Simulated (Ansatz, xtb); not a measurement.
A ladder of methods for C3H8S (ethyl methyl sulfide)

The species is C3H8S (12 atoms), meant as a singlet with charge 0. As SMILES, `CCSC`. Geometry: relaxed at PBE0-D4/def2-TZVP. This is one conformer, not always the lowest.

```xyz
12

C    -0.7165    1.3381    0.1946
C    -0.4363    0.0904    1.0084
S     1.1914   -0.6415    0.7387
C     1.0093   -1.2466   -0.9429
H    -0.7115    1.1275   -0.8769
H    -1.7005    1.7457    0.4442
H     0.0345    2.1056    0.3902
H    -1.1959   -0.6770    0.8315
H    -0.4569    0.3163    2.0776
H     0.1693   -1.9401   -1.0203
H     0.8860   -0.4349   -1.6609
H     1.9271   -1.7837   -1.1843
```

Each level gives the atomisation enthalpy at 298 K (kJ/mol). The values are calculated. The thermal term (zero-point and 298 K enthalpy, harmonic and unscaled) is that of GFN1-xTB; the spin-orbit lowering of the free atoms at 298 K, 1.9 kJ/mol by their spectra, is taken off.

**What was measured.** CRC Handbook of Chemistry and Physics gives the atomisation enthalpy at 298 K of the gas as 4231 kJ/mol.

```csv
level,kind,program,value (kJ/mol),computed − measured,CPU time (all runs)
GFN2-xTB,semi-empirical,xtb,5197,+966,under 2 s
SVWN5/6-31G* (spherical functions),LDA,Ansatz,4839,+608,4.3 s
BLYP/6-31G* (spherical functions),GGA,Ansatz,4170,-61,6.9 s
revPBE/6-31G* (spherical functions),GGA,Ansatz,4160,-71,6.6 s
r2SCAN/6-31G* (spherical functions),meta-GGA,Ansatz,4228,-3,14 s
r2SCAN0/6-31G* (spherical functions),hybrid meta-GGA,Ansatz,4188,-43,15 s
wB97X/6-31G* (spherical functions),range-separated hybrid,Ansatz,4236,+5,27 s
B2PLYP/6-31G* (spherical functions),double hybrid,Ansatz,4093,-138,9 s
RPA@PBE0/6-31G* (spherical functions),RPA,Ansatz,3799,-432,11 s
CCSD/6-31G* (spherical functions),coupled cluster or CI,Ansatz,3802,-429,8.2 s
```

Nearest: r2SCAN/6-31G* (spherical functions) (-3 kJ/mol); farthest: GFN2-xTB (+966 kJ/mol). Computed less measured by kind, in kJ/mol (6-31G* rows): semi-empirical +966; LDA +608; GGA -71 to -61; meta-GGA -3; global hybrid -43; range-separated hybrid +5; double hybrid -138; RPA -432; coupled cluster or CI -429. In a finite basis correlated wave-function methods underbind, so their errors here aren't those of the basis-set limit. The xTB rows lack spin polarisation, so open shells miss the exchange term that lowers them. CPU times are rough (shared hosts, several kinds of processor): they show what a rung costs within a factor of a few.
